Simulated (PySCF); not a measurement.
acetylene (C2H2), SMILES C#C.

Geometry: ωB97X-D3(BJ)/def2-TZVPD.

The numbers are results of PBE0/def2-TZVPD (PySCF), not measurements.

Problem. Estimate the frontier levels, gap, dipole moment and polarisability. (The exact figures need the calculation; the answer reports its results.)

Solution. 
```yaml
highest_occupied_level: -8.45 eV
lowest_empty_level: 0.73 eV
orbital_gap: 9.17 eV
dipole_moment: 0.00 D
quadrupole, principal values (traceless, Buckingham form, about the centre of nuclear charge): -3.36, -3.36, 6.71 D·Å
mean_static_polarisability: 23.0 bohr³ (3.41 Å³)
polarisability_principal_values: 19.0, 19.0, 31.1 bohr³
```
